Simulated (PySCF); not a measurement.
## Atomic charges against the basis set

C5H7Cl.
Z-matrix (Å and degrees, PBE0-D3(BJ)/def2-SVP geometry), rows numbered from 1:
```
C 
C   1  1.3389
C   2  1.4646  1  126.14
C   3  1.3442  2  120.67  1  -178.72
C   3  1.4984  2  119.43  1     2.85
Cl  5  1.7991  3  112.56  2   -70.72
H   1  1.0930  2  122.11  3     2.56
H   1  1.0924  2  120.85  3  -179.35
H   2  1.0957  1  118.89  3   179.71
H   4  1.0929  3  121.67  2  -179.83
H   4  1.0934  3  121.02  2     0.17
H   5  1.0965  3  110.95  2   169.86
H   5  1.0991  3  111.27  2    48.54
```

PBE0 throughout (PySCF), one geometry, spherical d and f functions. The structure is a single PBE0-D3(BJ)/def2-SVP conformer in the gas phase; no vibrational or solvent corrections. The first 7 of 12 kinds of atom are listed.

Mulliken charges (e):

| basis | functions | C1 | C2 | C3 | C4 | C5 | Cl6 | H7 |
| --- | --- | --- | --- | --- | --- | --- | --- | --- |
| STO-3G | 41 | -0.162 | -0.085 | +0.003 | -0.152 | -0.121 | -0.155 | +0.090 |
| 6-31G | 72 | -0.359 | -0.119 | +0.174 | -0.389 | -0.630 | +0.012 | +0.173 |
| pcSseg-0 | 72 | -0.394 | -0.199 | -0.169 | -0.336 | -0.599 | -0.038 | +0.227 |
| 6-31G* | 102 | -0.401 | -0.128 | +0.209 | -0.441 | -0.536 | -0.059 | +0.185 |
| def2-SVP | 123 | -0.068 | -0.025 | -0.100 | -0.059 | +0.010 | -0.166 | +0.052 |
| cc-pVDZ | 123 | -0.019 | -0.043 | -0.129 | +0.019 | -0.085 | -0.123 | +0.049 |
| aug-cc-pVDZ | 205 | +0.217 | +1.270 | +1.062 | +0.813 | -0.118 | -0.077 | -0.532 |
| 6-311+G(2d,p) | 212 | -0.396 | -0.167 | +0.741 | -0.460 | -0.614 | -0.077 | +0.136 |
| def2-TZVP | 234 | -0.268 | -0.158 | +0.094 | -0.278 | -0.177 | -0.157 | +0.140 |
| cc-pVTZ | 282 | -0.273 | -0.076 | +0.085 | -0.271 | -0.159 | -0.151 | +0.122 |
| IGLO-III | 289 | -0.231 | -0.127 | +0.235 | -0.265 | -0.389 | -0.024 | +0.091 |
| pcSseg-2 | 321 | -0.051 | -0.130 | +0.005 | -0.064 | +0.025 | -0.173 | +0.058 |

IAO charges (e):

```tsv
basis	functions	C1	C2	C3	C4	C5	Cl6	H7
STO-3G	41	-0.249	-0.146	-0.027	-0.236	-0.260	-0.079	+0.135
6-31G	72	-0.307	-0.144	+0.015	-0.300	-0.266	-0.118	+0.153
pcSseg-0	72	-0.292	-0.144	0.000	-0.280	-0.266	-0.110	+0.148
6-31G*	102	-0.295	-0.139	+0.011	-0.289	-0.243	-0.115	+0.147
def2-SVP	123	-0.292	-0.138	+0.013	-0.286	-0.233	-0.108	+0.145
cc-pVDZ	123	-0.300	-0.141	+0.014	-0.296	-0.238	-0.115	+0.149
aug-cc-pVDZ	205	-0.312	-0.144	+0.016	-0.307	-0.239	-0.121	+0.153
6-311+G(2d,p)	212	-0.312	-0.143	+0.015	-0.307	-0.245	-0.117	+0.153
def2-TZVP	234	-0.311	-0.143	+0.017	-0.307	-0.245	-0.114	+0.153
cc-pVTZ	282	-0.311	-0.143	+0.017	-0.307	-0.244	-0.116	+0.153
IGLO-III	289	-0.313	-0.144	+0.016	-0.309	-0.248	-0.111	+0.154
pcSseg-2	321	-0.311	-0.143	+0.016	-0.306	-0.246	-0.115	+0.153
```

Hirshfeld charges (e):

| basis | functions | C1 | C2 | C3 | C4 | C5 | Cl6 | H7 |
| --- | --- | --- | --- | --- | --- | --- | --- | --- |
| STO-3G | 41 | -0.052 | -0.029 | +0.006 | -0.048 | +0.086 | -0.187 | +0.031 |
| 6-31G | 72 | -0.092 | -0.047 | +0.004 | -0.086 | -0.012 | -0.106 | +0.039 |
| pcSseg-0 | 72 | -0.089 | -0.046 | +0.004 | -0.081 | -0.018 | -0.082 | +0.032 |
| 6-31G* | 102 | -0.092 | -0.048 | +0.004 | -0.086 | -0.009 | -0.111 | +0.039 |
| def2-SVP | 123 | -0.095 | -0.049 | +0.001 | -0.088 | -0.028 | -0.068 | +0.036 |
| cc-pVDZ | 123 | -0.093 | -0.048 | +0.002 | -0.085 | -0.024 | -0.081 | +0.036 |
| aug-cc-pVDZ | 205 | -0.100 | -0.055 | -0.010 | -0.090 | -0.043 | -0.059 | +0.040 |
| 6-311+G(2d,p) | 212 | -0.096 | -0.056 | -0.014 | -0.086 | -0.040 | -0.062 | +0.039 |
| def2-TZVP | 234 | -0.098 | -0.054 | -0.007 | -0.089 | -0.039 | -0.066 | +0.039 |
| cc-pVTZ | 282 | -0.098 | -0.051 | -0.003 | -0.089 | -0.037 | -0.070 | +0.038 |
| IGLO-III | 289 | -0.101 | -0.056 | -0.011 | -0.091 | -0.045 | -0.045 | +0.037 |
| pcSseg-2 | 321 | -0.100 | -0.054 | -0.007 | -0.090 | -0.043 | -0.061 | +0.038 |

Task: Which scheme is steadiest as the basis changes?

Result: Largest range over the bases for any column: IAO 0.07 e, Hirshfeld 0.14 e, Mulliken 1.47 e. IAO charges move least and Mulliken charges most, counted in e. Without the minimal STO-3G basis the ranges are IAO 0.03, Hirshfeld 0.07, Mulliken 1.47 e.

Task: How much do the charges still move between the two largest bases, IGLO-III and pcSseg-2?

Result: At most, over all atoms: Mulliken 0.414 e, IAO 0.004 e, Hirshfeld 0.016 e.

Task: What do the same runs give for the total energy, the frontier levels and the dipole moment?

Result: 
```json
{"basis": "STO-3G", "energy (Eh)": "-647.1688", "HOMO (eV)": "-5.23", "LUMO (eV)": "1.52", "μ (D)": "2.26"}
{"basis": "6-31G", "energy (Eh)": "-654.4292", "HOMO (eV)": "-6.84", "LUMO (eV)": "-0.89", "μ (D)": "2.30"}
{"basis": "pcSseg-0", "energy (Eh)": "-653.5553", "HOMO (eV)": "-7.12", "LUMO (eV)": "-1.13", "μ (D)": "2.28"}
{"basis": "6-31G*", "energy (Eh)": "-654.4855", "HOMO (eV)": "-6.79", "LUMO (eV)": "-0.85", "μ (D)": "2.08"}
{"basis": "def2-SVP", "energy (Eh)": "-654.2249", "HOMO (eV)": "-6.95", "LUMO (eV)": "-1.05", "μ (D)": "1.78"}
{"basis": "cc-pVDZ", "energy (Eh)": "-654.5265", "HOMO (eV)": "-6.91", "LUMO (eV)": "-1.01", "μ (D)": "1.90"}
{"basis": "aug-cc-pVDZ", "energy (Eh)": "-654.5400", "HOMO (eV)": "-7.03", "LUMO (eV)": "-1.28", "μ (D)": "1.91"}
{"basis": "6-311+G(2d,p)", "energy (Eh)": "-654.5767", "HOMO (eV)": "-7.04", "LUMO (eV)": "-1.28", "μ (D)": "1.90"}
{"basis": "def2-TZVP", "energy (Eh)": "-654.5926", "HOMO (eV)": "-7.02", "LUMO (eV)": "-1.21", "μ (D)": "1.85"}
{"basis": "cc-pVTZ", "energy (Eh)": "-654.5962", "HOMO (eV)": "-7.01", "LUMO (eV)": "-1.16", "μ (D)": "1.89"}
{"basis": "IGLO-III", "energy (Eh)": "-654.5941", "HOMO (eV)": "-7.01", "LUMO (eV)": "-1.24", "μ (D)": "1.71"}
{"basis": "pcSseg-2", "energy (Eh)": "-654.6031", "HOMO (eV)": "-7.05", "LUMO (eV)": "-1.27", "μ (D)": "1.91"}
```

The dipole is fixed by the density alone, so its range of 0.59 D shows that the density itself changes with the basis, not only its division among atoms.
